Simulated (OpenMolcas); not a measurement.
# A workflow on CH7BSi (SMILES CB[SiH3])

Wanted: the energy (HF/ANO-R0), then the energy (CASSCF(2,2)/ANO-R1), then the energy along one coordinate (CASPT2(2,2)/ANO-R1), then the energy along one coordinate (SC-NEVPT2(2,2)/ANO-R1), then an energy scan (MC-PDFT[tPBE](2,2)/ANO-R1) of CH7BSi. 

The calculation is run with OpenMolcas 26.06.

### 1 The system as given

The species is CH7BSi (10 atoms), meant as a singlet with charge 0. As SMILES, `CB[SiH3]`. The shape is that of a PBE0-D4/def2-TZVP optimisation.

Bond lengths: C1–B2 1.550 Å, B2–Si3 2.018 Å, C1–H4 1.106 Å, C1–H5 1.092 Å, C1–H6 1.091 Å, B2–H7 1.201 Å, Si3–H8 1.491 Å, Si3–H9 1.491 Å, Si3–H10 1.494 Å. Some angles: C1–B2–Si3 124.4°, C1–B2–H7 118.6°, Si3–B2–H7 117.0°, B2–C1–H4 102.7°, B2–C1–H5 114.9°, B2–C1–H6 116.1°, B2–Si3–H8 111.7°, B2–Si3–H9 114.0°, B2–Si3–H10 107.9°, H4–C1–H5 105.3°.

### 2 A single-point energy at HF/ANO-R0 (sfX2C) (run 1)

The input, mol.xyz:

```xyz
10

C     -1.087900     0.975000    -0.576900
B      0.112000     0.000300    -0.689900
Si     1.014100    -0.883100     0.884800
H     -1.958400     0.307500    -0.716200
H     -1.157900     1.712200    -1.380000
H     -1.228600     1.454100     0.393400
H      0.516800    -0.288200    -1.783700
H      1.154200    -2.354100     0.685500
H      0.324900    -0.654200     2.186700
H      2.393700    -0.320800     0.999300
```

The input, step1.inp:

```
* CH7BSi Hartree-Fock
>>> EXPORT MOLCAS_PRINT=2

&GATEWAY
 Coord=mol.xyz
 Basis=ANO-R0
 Group=NoSym

&SEWARD

&SCF
 PrOrbitals=0

&LOCALISATION
 Occupied
 Freeze
 Pipek-Mezey

&LOCALISATION
 FileOrb=$Project.LocOrb
 Virtual
 Pipek-Mezey
```

On the command line:

```console
export MOLCAS_MEM=1860
pymolcas step1.inp > step1.log
```

The program printed:

```text
--- Start Module: gateway ---
[...]
--- Stop Module: gateway /rc=_RC_ALL_IS_WELL_ ---
[...]
      Basis functions           26
[...]
       Convergence after  10 Iterations
[...]
::    Total SCF energy                               -355.5155566803
[...]
      Total spin, S                                     0.0000000000
[...]
      Total electronic charge=   32.000000
      Total            charge=   -0.000000
[...]
      Dipole Moment (debye):
      Origin of the operator (angstrom)=    0.2859   -0.2265    0.1830
                   X= -1.3430E+00               Y=  9.2913E-01               Z= -9.6524E-01           Total=  1.8970E+00
      Quadrupole Moment (debye*angstrom):
[...]
--- Start Module: localisation ---
[...]
--- Stop Module: localisation /rc=_RC_ALL_IS_WELL_ ---
--- Start Module: localisation ---
[...]
--- Stop Module: localisation /rc=_RC_ALL_IS_WELL_ ---
[...]
```

It took 4.5 s on 1 thread of Intel Xeon Platinum 8259CL at 2.50GHz (Skylake/Cascade Lake), shared host; peak memory 0.38 GiB.

### 3 The energy at CASSCF(2,2)/ANO-R1 (sfX2C, RICD fitting) (run 2)

mol.xyz is that of step 2.

The input, step2.input:

```
>>> EXPORT MOLCAS_PRINT=2

&GATEWAY
  COORD
  mol.xyz
  BASIS
  ANO-R0
  GROUP
  NoSym

&SEWARD

&RASSCF
  FILEORB
  $CurrDir/step1.LocOrb
  ALTER
  2
  1 9 16
  1 17 18
  SPIN
  1
  NACTEL
  2 0 0
  INACTIVE
  15
  RAS2
  2
  ORBLISTING
  Nothing
>>> COPY $Project.RunFile RUNFIL1
>>> COPY $Project.RasOrb INPORB

&GATEWAY
  COORD
  mol.xyz
  BASIS
  ANO-R1
  GROUP
  NoSym
  RICD

&SEWARD
>>> COPY $Project.RunFile RUNFIL2

&EXPBAS

&RASSCF
  FILEORB
  $Project.ExpOrb
  SPIN
  1
  NACTEL
  2 0 0
  INACTIVE
  15
  RAS2
  2
  ORBLISTING
  Nothing
  ORBAPPEAR
  Compact
```

On the command line:

```console
export MOLCAS_MEM=1860
pymolcas step2.input > step2.log
```

The program printed:

```text
--- Start Module: gateway ---
[...]
--- Stop Module: gateway /rc=_RC_ALL_IS_WELL_ ---
[...]
      Basis functions           26
[...]
      Number of active orbitals                  2
[...]
      Spin quantum number                      0.0
[...]
      Active orbitals                            2
[...]
      Number of CSFs                             3
[...]
      Number of root(s) required                 1
[...]
      Convergence after 11 iterations
[...]
      printout of CI-coefficients larger than  0.05 for root  1
      energy=    -355.522998
      conf/sym  11     Coeff  Weight
             1  20   0.99561 0.99124
             3  02  -0.09362 0.00876
      Natural orbitals and occupation numbers for root  1
      sym 1:   1.982471   0.017529
      ************************************************************************************************************************
      *                                                    Final results                                                     *
[...]
::    RASSCF root number  1 Total energy:   -355.52299784
[...]
      Basis functions           81
[...]
--- Start Module: expbas ---
[...]
--- Stop Module: expbas /rc=_RC_ALL_IS_WELL_ ---
--- Start Module: rasscf ---
[...]
      Convergence after 14 iterations
[...]
      Natural orbitals and occupation numbers for root  1
      sym 1:   1.981185   0.018815
      ************************************************************************************************************************
      *                                                    Final results                                                     *
[...]
::    RASSCF root number  1 Total energy:   -356.19781503
[...]
      Total electronic charge=   32.000000
      Total            charge=   -0.000000
[...]
      Dipole Moment (debye):
      Origin of the operator (angstrom)=    0.2859   -0.2265    0.1830
                   X= -8.7451E-01               Y=  5.0623E-01               Z= -5.5892E-01           Total=  1.1547E+00
      Quadrupole Moment (debye*angstrom):
[...]
--- Stop Module: rasscf /rc=_RC_ALL_IS_WELL_ ---
[...]
```

Wall time 14 s (1 thread of Intel Xeon Platinum 8259CL at 2.50GHz (Skylake/Cascade Lake), shared host); peak memory 0.38 GiB.

### 4 An energy scan at CASPT2(2,2)/ANO-R1 (sfX2C, RICD fitting, ipea shift 0.25 Eh, pt2 variant SS) (run 3)

The input, step3.inp:

```
* CH7BSi CASPT2
>>> EXPORT MOLCAS_PRINT=2
>>> COPY $CurrDir/step2.RasOrb $Project.RasOrb
>>> ForEach K in (1, 2, 3, 4, 5, 6, 7, 8, 9)

&GATEWAY
 Coord = $CurrDir/point$K.xyz
 Basis = ANO-R1
 Group = NoSym
 RICD

&SEWARD

&RASSCF
 FileOrb = $Project.RasOrb
 Spin = 1
 Nactel = 2 0 0
 Inactive = 15
 Ras2 = 2
 OrbListing = Nothing
 OrbAppear = Compact

&CASPT2
 Imaginary = 0.2
 Frozen = 7
>>> EndDo
```

On the command line:

```console
export MOLCAS_MEM=1860
pymolcas step3.inp > step3.log
```

The program printed:

```text
[...]
      Basis functions           81
[...]
      Number of active orbitals                  2
[...]
      Spin quantum number                      0.0
[...]
      Active orbitals                            2
[...]
      Number of CSFs                             3
[...]
      Number of root(s) required                 1
[...]
      Convergence after 12 iterations
[...]
      Natural orbitals and occupation numbers for root  1
      sym 1:   1.986726   0.013274
      ************************************************************************************************************************
      *                                                    Final results                                                     *
[...]
::    RASSCF root number  1 Total energy:   -356.18745798
[...]
::    CASPT2 Root  1     Total energy:   -356.51600994
[...]
      Convergence after 11 iterations
[...]
      Natural orbitals and occupation numbers for root  1
      sym 1:   1.981186   0.018814
      ************************************************************************************************************************
      *                                                    Final results                                                     *
[...]
      Convergence after 11 iterations
[...]
      Natural orbitals and occupation numbers for root  1
      sym 1:   1.814355   0.185645
      ************************************************************************************************************************
      *                                                    Final results                                                     *
[...]
      Convergence after 10 iterations
[...]
      Natural orbitals and occupation numbers for root  1
      sym 1:   1.629622   0.370378
      ************************************************************************************************************************
      *                                                    Final results                                                     *
[...]
      Convergence after 12 iterations
[...]
      Natural orbitals and occupation numbers for root  1
      sym 1:   1.356125   0.643875
      ************************************************************************************************************************
      *                                                    Final results                                                     *
[...]
::    RASSCF root number  1 Total energy:   -356.06727607
[...]
::    CASPT2 Root  1     Total energy:   -356.38711264
[...]
      Convergence after 10 iterations
[...]
::    RASSCF root number  1 Total energy:   -356.06257593
[...]
::    CASPT2 Root  1     Total energy:   -356.38203128
[...]
```

It took 83 s on 1 thread of Intel Xeon Platinum 8259CL at 2.50GHz (Skylake/Cascade Lake), shared host; peak memory 0.085 GiB.

The scan, from its lowest point:

```csv
H8–Si3 (Å),energy (kJ/mol)
1.342,24.2
1.491,0.0
1.640,14.7
1.864,69.6
2.162,157.2
2.535,250.8
2.982,322.3
3.578,362.6
4.473,375.9
```

### 5 The energy along one coordinate at SC-NEVPT2(2,2)/ANO-R1 (sfX2C, RICD fitting, pt2 variant SC-NEVPT2) (run 4)

The input, step4.inp:

```
>>> COPY $CurrDir/step2.RasOrb $Project.RasOrb
>>> ForEach K in (1, 2, 3, 4, 5, 6, 7, 8, 9)

&GATEWAY
 COORD=$CurrDir/point$K.xyz
 BASIS=ANO-R1
 GROUP=NoSym
 RICD

&SEWARD

&RASSCF
 FILEORB=$Project.RasOrb
 SPIN=1
 NACTEL=2 0 0
 INACTIVE=15
 RAS2=2
 ORBLISTING=Nothing
 ORBAPPEAR=Compact

&CASPT2
 SC-NEVPT2
 FROZEN=7
>>> EndDo
```

On the command line:

```console
export MOLCAS_MEM=1860
pymolcas step4.inp > step4.log
```

The program printed:

```text
[...]
      Basis functions           81
[...]
      Number of active orbitals                  2
[...]
      Spin quantum number                      0.0
[...]
      Active orbitals                            2
[...]
      Number of CSFs                             3
[...]
      Number of root(s) required                 1
[...]
      Convergence after 12 iterations
[...]
      printout of CI-coefficients larger than  0.05 for root  1
      energy=    -356.187458
      conf/sym  11     Coeff  Weight
             1  20   0.99668 0.99336
             3  02  -0.08147 0.00664
      Natural orbitals and occupation numbers for root  1
      sym 1:   1.986726   0.013274
      ************************************************************************************************************************
      *                                                    Final results                                                     *
[...]
::    RASSCF root number  1 Total energy:   -356.18745798
[...]
      E2 (Variational):          -0.3237784235
[...]
::    SC-NEVPT2 Root  1     Total energy:   -356.51121008
[...]
      Convergence after 11 iterations
[...]
      Natural orbitals and occupation numbers for root  1
      sym 1:   1.981186   0.018814
      ************************************************************************************************************************
      *                                                    Final results                                                     *
[...]
      Convergence after 11 iterations
[...]
      Natural orbitals and occupation numbers for root  1
      sym 1:   1.814355   0.185645
      ************************************************************************************************************************
      *                                                    Final results                                                     *
[...]
      Convergence after 10 iterations
[...]
      Natural orbitals and occupation numbers for root  1
      sym 1:   1.629622   0.370378
      ************************************************************************************************************************
      *                                                    Final results                                                     *
[...]
      Convergence after 12 iterations
[...]
::    RASSCF root number  1 Total energy:   -356.06727607
[...]
::    SC-NEVPT2 Root  1     Total energy:   -356.38589812
[...]
      Convergence after 10 iterations
[...]
::    RASSCF root number  1 Total energy:   -356.06257593
[...]
      E2 (Variational):          -0.3184932680
[...]
      Reference weight:           0.88425
[...]
::    SC-NEVPT2 Root  1     Total energy:   -356.38106920
[...]
```

It took 74 s on 1 thread of Intel Xeon Platinum 8259CL at 2.50GHz (Skylake/Cascade Lake), shared host; peak memory 0.085 GiB.

The scan, from its lowest point:

```csv
H8–Si3 (Å),energy (kJ/mol)
1.342,25.6
1.491,0.0
1.640,13.5
1.864,67.0
2.162,153.1
2.535,245.3
2.982,315.5
3.578,354.6
4.473,367.3
```

### 6 An energy scan at MC-PDFT[tPBE](2,2)/ANO-R1 (sfX2C, RICD fitting) (run 5)

The input, step5.input:

```
* CH7BSi MC-PDFT
>>> COPY $CurrDir/step2.RasOrb $Project.RasOrb
>>> ForEach K in (1, 2, 3, 4, 5, 6, 7, 8, 9)

&GATEWAY
  Coord=$CurrDir/point$K.xyz
  Basis=ANO-R1
  Group=NoSym
  RICD

&SEWARD

&RASSCF
  FileOrb=$Project.RasOrb
  Spin=1
  Nactel=2 0 0
  Inactive=15
  Ras2=2
  OrbListing=Nothing
  OrbAppear=Compact

&MCPDFT
  KSDFT=T:PBE
>>> EndDo
```

On the command line:

```console
export MOLCAS_MEM=1860
pymolcas step5.input > step5.log
```

The program printed:

```text
--- Start Module: gateway ---
[...]
      Basis functions           81
[...]
      Number of active orbitals                  2
[...]
      Spin quantum number                      0.0
[...]
      Active orbitals                            2
[...]
      Number of CSFs                             3
[...]
      Number of root(s) required                 1
[...]
      Convergence after 12 iterations
[...]
      printout of CI-coefficients larger than  0.05 for root  1
      energy=    -356.187458
      conf/sym  11     Coeff  Weight
             1  20   0.99668 0.99336
             3  02  -0.08147 0.00664
      Natural orbitals and occupation numbers for root  1
      sym 1:   1.986726   0.013274
      ************************************************************************************************************************
      *                                                    Final results                                                     *
[...]
::    RASSCF root number  1 Total energy:   -356.18745798
[...]
::    MCPDFT root number  1 Total energy:   -356.98304611
[...]
      Convergence after 11 iterations
[...]
      Natural orbitals and occupation numbers for root  1
      sym 1:   1.981186   0.018814
      ************************************************************************************************************************
      *                                                    Final results                                                     *
[...]
      Convergence after 11 iterations
[...]
      Natural orbitals and occupation numbers for root  1
      sym 1:   1.814355   0.185645
      ************************************************************************************************************************
      *                                                    Final results                                                     *
[...]
      Convergence after 10 iterations
[...]
      Natural orbitals and occupation numbers for root  1
      sym 1:   1.629622   0.370378
      ************************************************************************************************************************
      *                                                    Final results                                                     *
[...]
      Convergence after 12 iterations
[...]
::    RASSCF root number  1 Total energy:   -356.06727607
[...]
::    MCPDFT root number  1 Total energy:   -356.85130730
[...]
      Convergence after 10 iterations
[...]
::    RASSCF root number  1 Total energy:   -356.06257593
[...]
      Total electronic charge=   32.000000
      Total            charge=   -0.000000
[...]
::    MCPDFT root number  1 Total energy:   -356.84673424
[...]
```

Run time: 85 s. Hardware: 1 thread of Intel Xeon Platinum 8259CL at 2.50GHz (Skylake/Cascade Lake), shared host; peak memory 0.085 GiB.

The scan, from its lowest point:

```csv
H8–Si3 (Å),energy (kJ/mol)
1.342,26.1
1.491,0.0
1.640,12.8
1.864,65.5
2.162,152.4
2.535,248.7
2.982,326.6
3.578,372.0
4.473,384.0
```

### 7 Summary of results

| quantity | value |
| --- | --- |
| run 1, HF/ANO-R0: total energy | -355.51556 Eh |
| run 1, HF/ANO-R0: dipole moment | 1.90 D |
| run 1, HF/ANO-R0: HOMO energy | -12.82 eV |
| run 1, HF/ANO-R0: LUMO energy | 0.41 eV |
| run 1, HF/ANO-R0: HOMO–LUMO gap | 13.23 eV |
| run 2, CASSCF(2,2)/ANO-R1: total energy | -356.19782 Eh |
| run 2, CASSCF(2,2)/ANO-R1: dipole moment (CASSCF density) | 1.15 D |
| run 3, CASPT2(2,2)/ANO-R1: lowest energy of the scan | -356.52521 Eh |
| run 4, SC-NEVPT2(2,2)/ANO-R1: lowest energy of the scan | -356.52096 Eh |
| run 5, MC-PDFT[tPBE](2,2)/ANO-R1: lowest energy of the scan | -356.99298 Eh |

In words: Mulliken charges (run 1, HF/ANO-R0) run from -0.97 on C1 to +0.30 on H5. Mulliken charges (run 2, CASSCF(2,2)/ANO-R1) run from -0.19 on Si3 to +0.08 on H7; they depend strongly on the basis.
